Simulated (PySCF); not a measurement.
Orbital picture of NaAl

PBEsol at R = 3.190 Å; Na x2c-SVPall, Al x2c-SVPall; spin-free X2C with a Gaussian nucleus (PySCF 2.14). State: ¹Σ⁺ (singlet), closed shell. Only the outer orbitals are listed, counted within each symmetry.

```csv
orbital,occ.,ε (eV),on Na (%),main shells (%)
5σ,2,-55.38,100,100 Na s
2π,2,-27.52,100,100 Na p
2π,2,-27.52,100,100 Na p
6σ,2,-27.49,100,100 Na p
7σ,2,-7.35,5,95 Al s
8σ,2,-2.96,45,"53 Al p, 44 Na s"
3π,0,-2.46,8,92 Al p
3π,0,-2.46,8,92 Al p
9σ,0,-1.52,70,"49 Na s, 30 Al p, 21 Na p"
```

**Question.** Which are the highest filled and the lowest empty level, where do they sit, and how wide is the gap?

**Answer.** Highest filled 8σ at -2.96 eV (in %: 53 Al p, 44 Na s); lowest empty 3π at -2.46 eV (in %: 92 Al p); the gap at PBEsol is 0.50 eV.

The bond order (Mayer) is 1.05 and the ⟨S²⟩ is 0.000. The charge on Na (Mulliken, basis-dependent) is 0.00. The charge on Na (Löwdin, basis-dependent) is -0.10. The dipole moment (positive dipole means Na(−)Al(+)) is -2.23 D.

Closed-shell solutions of metal pairs were not tested for spin polarisation, which can lower them a little.
